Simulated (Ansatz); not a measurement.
# C2HMg: the cost of one run

Method: the levels named in each step, in Ansatz 0.2.0.

### Step 1. The system as given

Bond lengths: C1–C2 1.209 Å, C2–Mg3 2.131 Å, C1–H4 1.061 Å. Angles: C1–C2–Mg3 180.0°, C2–C1–H4 180.0°.

Structure file:

```xyz
4

C     0.0000    0.0000   -0.8720
C     0.0000    0.0000    0.3370
Mg    0.0000    0.0000    2.4679
H     0.0000    0.0000   -1.9329
```

### Step 2. A rough first relaxation, PBE-D4/def2-SVP

This run stands in another session on the same molecule. It ended at:

```xyz
4

C     0.0000    0.0000   -0.8634
C     0.0000    0.0000    0.3746
Mg    0.0000    0.0000    2.4360
H     0.0000    0.0000   -1.9471
```

### Step 3. Relaxation, PBE0-D4/def2-TZVPP

This run stands in another session on the same molecule. It ended at:

```xyz
4

C     0.0000    0.0000   -0.8516
C     0.0000    0.0000    0.3642
Mg    0.0000    0.0000    2.4055
H     0.0000    0.0000   -1.9181
```

### Step 4. Frequencies, PBE0-D4/def2-TZVPP

File input.yaml:

```yaml
crystal:
  periodic: [false, false, false]
  atoms:
    - { symbol: C, position_ang: [0.0, 0.0, -0.85158759] }
    - { symbol: C, position_ang: [0.0, 0.0, 0.36417489] }
    - { symbol: Mg, position_ang: [0.0, 0.0, 2.40548733] }
    - { symbol: H, position_ang: [0.0, 0.0, -1.91807462] }
magnetization:
  spin_polarized: true
  initial_magnetization: 1
basis:
  gaussian: { orbitals: def2-TZVPP }
hamiltonian:
  xc: pbe0
  dispersion: d4
phonons: {}
```

On the command line:

```bash
ansatz run input.yaml --threads 2 --pin off --max-ram 5120MiB --backend cpu --events-out ev --progress --plain --runs-dir out
```

Q: Estimate wall time and peak memory on 2 threads of Arm Neoverse N1, shared host.

About 52 s, with a peak of 0.2 GiB.
